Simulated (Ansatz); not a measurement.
## Hexagonal-diamond Ge (model structure)

The numbers are results of PBE0 (PAW; Ansatz, a first-principles code), not measurements.

Numerical settings: plane-wave cutoff 500 eV, 6×6×4 k mesh (along the axes of the cell as run), gaussian smearing 0.02 eV, scalar-relativistic PAW data made under PBE.

Cell (relaxed with r²SCAN):

```xyz
4
Lattice="1.9977 -3.4602 0.0000 1.9977 3.4602 0.0000 0.0000 0.0000 6.6024" Properties=species:S:1:pos:R:3 pbc="T T T"
Ge     1.9977     1.1534     0.4157
Ge     1.9977    -1.1534     3.7169
Ge     1.9977    -1.1534     6.1867
Ge     1.9977     1.1534     2.8855
```

band gap: 1.00 eV (on the SCF k mesh)

Note: the relaxation could raise the start's symmetry but not lower it, so the cell can be a saddle point.

Spin–orbit coupling is not included.

Computed values are for the static lattice.

Cost on a shared machine: very roughly 2.5 core-minutes.

A model structure was made by putting elements into a prototype or built by hand; it is no filed structure, need not be a known phase, and can be a saddle point held by its symmetry.
